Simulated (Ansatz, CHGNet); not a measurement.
## Elastic constant C12 of 3C-SiC: levels of theory against measurement

Reference value: 142 GPa (measured, temperature not stated, not corrected to a static lattice; as tabulated in Råsander and Moram (2015), arXiv:1505.02379).

```csv
level (code),value (GPa),cell (Å³/atom),difference (%)
CHGNet-r²SCAN,168,10.32,+18.3
PBE (Ansatz),127,10.50,-10.6
PBE-D3(BJ) (Ansatz),136,10.28,-4.2
r²SCAN+rVV10 (Ansatz),137,10.30,-3.5
PBE0 (Ansatz),141,10.27,-0.7
```

The reference's temperature isn't stated, so close values are not ranked against it.

The measured value isn't corrected to a static lattice, so vibrations enter the comparison.  PBE-D3(BJ): the dispersion coefficients are held fixed in the derivatives. Each level is taken at its own relaxed cell. Cutoffs and k meshes differ between the levels. Ansatz's density-functional and Hartree–Fock values are scalar-relativistic unless marked +SOC, with PAW data made under PBE.

Machine-learned potentials (CHGNet-r²SCAN) are trained on DFT data: a solid inside that data is no test of them.

Differences are worked out from the printed values.

Ansatz is a first-principles code.
